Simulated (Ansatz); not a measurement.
# How far each method lies from UCCSDT(Q) for [H···H···Cl], doublet

Geometry: a point of a hydrogen-transfer path between rigid fragments, not a stationary point.

| atom | x (Å) | y (Å) | z (Å) |
| --- | --- | --- | --- |
| H | 0.0000 | 0.0000 | -1.2243 |
| H | 0.0000 | 0.0000 | -0.2293 |
| Cl | 0.0000 | 0.0000 | 1.4537 |

Basis cc-pVTZ; Ansatz 0.2.0. Correlated methods freeze the noble-gas cores, which leaves 9 electrons in 57 orbitals. R marks a restricted (for open shells ROHF) determinant, U an unrestricted one. Active spaces: pair = (3e, 3o) about the gap; valence = (9e, 6o) chosen from the atoms' valence shells.

Full CI isn't at hand for all of this; UCCSDT(Q) serves as the reference, and is uncertain by about the last step of the cluster series. The frozen core follows each run's orbitals, which can shift R against U totals by a few meV.

For open shells CISD is restricted-active-space CI with the open shells as a complete middle space.

* UHF ⟨S²⟩: 0.819
* T1 diagnostic (RCCSD): 0.0317
* largest doubles amplitude (RCCSD): 0.073
* T1 diagnostic (UCCSD): 0.0198

```tsv
level	E − E(RHF) (eV)
UHF	-0.3876
RMP2	-5.9689
UMP2	-5.9271
RCCSD	-6.7520
UCCSD	-6.7586
RCCSD(T)	-6.9761
UCCSD(T)	-6.9746
```

Estimate how far UCCSDT(Q) in cc-pVTZ lies from RCCSD(T). The table doesn't fix it; the size of (T) and the diagnostics are the guide.

UCCSDT(Q) in cc-pVTZ lies 0.68 kcal/mol below RCCSD(T), which is 13 % of the (T) step (-5.17 kcal/mol). T1 is raised, but (T) still catches most of what CCSD lacks.

The other levels:

```csv
level,E − E(UCCSDT(Q)) (kcal/mol),share of correlation (%),wall time
CISD,15.80,90.22,2.3 s
BCCD(T),0.69,99.58,2.1 s
RCCSDT,0.22,99.87,–
UCCSDT,0.20,99.88,–
RCCSDT(Q),0.01,99.99,38 s
CASSCF (pair space),141.05,12.69,–
NEVPT2 (pair space),20.49,87.32,0.96 s
CASSCF (valence space),140.03,13.32,–
NEVPT2 (valence space),33.36,79.35,0.78 s
MRCISD (valence space),11.81,92.69,–
MRCISD+Q (valence space),1.90,98.82,1.2 s
```

The correlation energy at UCCSDT(Q), counted from RHF, is -7.006 eV. That run took 35 s on 1 thread of Intel Xeon 6975P-C, shared host.

Times hold each run's SCF and search for its determinant on a shared host, so for small cases they say little of a method's own cost; they ran on 1 thread of Intel Xeon 6975P-C.

Natural occupations of CASSCF (valence space) about the gap: 2.000 2.000 1.999 1.948 1.001 0.053; effectively unpaired electrons, Σ n²(2−n)², 1.02.
